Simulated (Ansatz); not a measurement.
## Te3As2 (C2/m, No. 12): band gap by level of theory

The reference, 0.4 eV (measured, 4 K, not corrected to a static lattice, scanning tunnelling spectroscopy; as tabulated in Electronic band gap of van der Waals α-As2Te3 crystals, HAL hal-03321708), is not set against levels without spin–orbit coupling, which matters for this solid.

```
level (code)           value (eV)  cell (Å³/atom)
--------------------  -----------  --------------
LDA (Ansatz)                 0.15           26.82
PBEsol (Ansatz)              0.36           28.35
r²SCAN (Ansatz)              0.45           28.35
G0W0@PBEsol (Ansatz)  0.58 ± 0.02           28.35
```

Computed values are for a static lattice. Spin–orbit coupling is included only where a level's name says +SOC; with heavier elements it mostly lowers gaps and can invert bands.  A ± on a computed value is a rough bar: the spread of its extrapolation, a floor set from checks against published values, or a statistical error. LDA: the gap is read on the k mesh or supercell of the run alone and can be too large. LDA: the cell comes from a level without a dispersion term, which matters for the spacing of layers, chains or molecules. Values are at the measured cell; LDA at the level's own relaxed cell. Cutoffs differ between the levels. Ansatz's density-functional and Hartree–Fock values are scalar-relativistic unless marked +SOC, with PAW data made under PBE.

Ansatz is a quantum-chemistry and plane-wave program.
